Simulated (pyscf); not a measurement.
Single points on ωB97X-D3(BJ)/def2-SVP structures (PySCF, gas phase).

Task: H₃C–GeH₃ + CH₃• -> H₃C–CH₂–GeH₃ + H•
Surface: doublet. Broken: C–H. Formed: C–C. Give ΔE‡ and ΔE from ωB97M-D3(BJ)/def2-TZVP, relative to the separated reactants.

Result: ΔE‡ = 2.15 eV, ΔE = +0.64 eV. Zero-point energy shifts the barrier by +0.03 eV. It is a substitution at C, with an imaginary mode of 1430i cm⁻¹. The same reactants have a lower exit, to H₃C–GeH₂• + CH₄ (barrier +0.24 eV at ωB97M-D3(BJ)/def2-TZVP, against +2.15 eV here). H₃C–CH₂–GeH₃ lies 0.39 eV over its isomer H₃C–GeH₂–CH₃ (electronic energy, ωB97M-D3(BJ)/def2-TZVP). One saddle was located; it need not be the lowest between these sides. The angle at the attacked C is 179°. Elements up to Kr have no core potential and no relativistic terms here.
